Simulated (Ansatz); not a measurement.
One geometry of SiH2Me(SiH3) (CH8Si2), several levels of theory.

```yaml
crystal:
  periodic: [false, false, false]
  atoms:
    - {symbol: Si, position_ang: [0.698289, 0.177173, 0.490285]}
    - {symbol: H, position_ang: [0.731874, 0.153348, 1.987946]}
    - {symbol: H, position_ang: [2.117134, 0.171182, 0.009191]}
    - {symbol: C, position_ang: [-0.190780, 1.724925, -0.119532]}
    - {symbol: H, position_ang: [0.309683, 2.634928, 0.248032]}
    - {symbol: H, position_ang: [-1.234151, 1.746554, 0.232073]}
    - {symbol: H, position_ang: [-0.201739, 1.765505, -1.219972]}
    - {symbol: Si, position_ang: [-0.371758, -1.768726, -0.274532]}
    - {symbol: H, position_ang: [-1.774047, -1.829984, 0.246197]}
    - {symbol: H, position_ang: [0.350100, -3.001056, 0.170675]}
    - {symbol: H, position_ang: [-0.434614, -1.773860, -1.770363]}
basis:
  gaussian: {orbitals: def2-TZVPD, initial_orbitals: start.molden}
hamiltonian: {xc: r2scan, dispersion: d4}
scf: {omitted_lower_state_checks: [starts]}
output: {orbitals: {seedname: orbitals}}
```

The file start.molden holds the orbitals of an earlier run on this structure, at another level or in another basis.

```sh
$ ansatz run in.yaml --threads 4 --pin off --events-out ev --progress --plain --max-ram 3916MiB
```

It prints (some lines left out):

```
Functional definition: r2SCAN
  name "r2SCAN"
  cite "Furness, Kaplan, Ning, Perdew & Sun, J. Phys. Chem. Lett. 11, 8208 (2020) doi:10.1021/acs.jpclett.0c02405"
  cite "Furness, Kaplan, Ning, Perdew & Sun, J. Phys. Chem. Lett. 11, 9248 (2020) doi:10.1021/acs.jpclett.0c03077"
  parent r2scan
  parameter k0 = 0.174
  parameter k1 = 0.065
  parameter a1 = 4.9479
  exchange = r2scan_x(k0 = k0, k1 = k1, a1 = a1)
  correlation = r2scan_c
these checks for a lower state are left out or cut short: starts
1132 factors; their error is unknown
mean field evaluation 1: about -16921.3236 eV, gradient 7.4e0 eV
mean field evaluation 2: about -16921.3657 eV, gradient 5.5e-2 eV
mean field evaluation 4: about -16921.3396 eV, gradient 1.7e-4 eV
mean field -16921.33963451 eV, -621.8477618724 hartree, gradient 2.5e-5 eV, S^2 0.000000; 0 other end points of the search recorded, 0 dependent functions left out
reference -16921.33965159 eV, -621.8477625000 hartree; 21, 21 occupied and 174, 174 virtual orbitals, 1132 factors
Total energy: -16921.38992805 eV, -621.8496101259 hartree
Checks for a lower state left out: starts
```

Run time 3.3 s (4 threads of Intel Xeon on a shared host).

First input, but with `gaussian: {orbitals: def2-TZVP, initial_orbitals: start.molden}`, `hamiltonian: {xc: {name: wB97X-V}}` (abridged; 6 s):

```
Functional definition: wB97X-V
mean field -16920.85450412 eV, -621.8299336594 hartree, gradient 2.5e-5 eV, S^2 0.000000
Total energy: -16920.85450170 eV, -621.8299335703 hartree
Checks for a lower state left out: starts
```

The first input with `gaussian: {orbitals: def2-SVP, initial_orbitals: start.molden}`, `hamiltonian: {xc: pbe0, dispersion: d4}` (abridged; 1.2 s):

```
Functional definition: PBE0
mean field -16908.72689319 eV, -621.3842521781 hartree, gradient 6.4e-5 eV, S^2 0.000000
Total energy: -16908.90019740 eV, -621.3906209902 hartree
Checks for a lower state left out: starts
```

The first input with `gaussian: {orbitals: def2-TZVP, initial_orbitals: start.molden}`, `hamiltonian: {xc: {name: LC-wPBE}}` (abridged; 2.3 s):

```
Functional definition: LC-wPBE
mean field -16918.14900125 eV, -621.7305082628 hartree, gradient 2.4e-5 eV, S^2 0.000000
Total energy: -16918.14900126 eV, -621.7305082631 hartree
Checks for a lower state left out: starts
```

As the first input, with `gaussian: {orbitals: def2-TZVP, initial_orbitals: start.molden}`, `hamiltonian: {xc: {name: B3LYP}, dispersion: d4}` (abridged; 2.3 s):

```
Functional definition: B3LYP
mean field -16925.06845913 eV, -621.9847936494 hartree, gradient 7.2e-6 eV, S^2 0.000000
Total energy: -16925.39751199 eV, -621.9968861192 hartree
Checks for a lower state left out: starts
```

The first input with `gaussian: {orbitals: def2-TZVP, initial_orbitals: start.molden}`, `hamiltonian: {xc: {name: r2SCAN0}, dispersion: d4}` (abridged; 3.8 s):

```
Functional definition: r2SCAN0
mean field -16921.09199503 eV, -621.8386612891 hartree, gradient 1.4e-5 eV, S^2 0.000000
Total energy: -16921.15149595 eV, -621.8408479077 hartree
Checks for a lower state left out: starts
```

The first input with `gaussian: {orbitals: def2-TZVP, initial_orbitals: start.molden}`, `hamiltonian: {xc: {name: r2SCANh}, dispersion: d4}` (abridged; 3.5 s):

```
Functional definition: r2SCANh
mean field -16921.22489216 eV, -621.8435451687 hartree, gradient 1.4e-5 eV, S^2 0.000000
Total energy: -16921.27864156 eV, -621.8455204227 hartree
Checks for a lower state left out: starts
```

Geometry: r2SCAN-D4/def2-SVP.

LC-ωPBE has ω = 0.4 bohr⁻¹. B3LYP takes the VWN-RPA correlation.
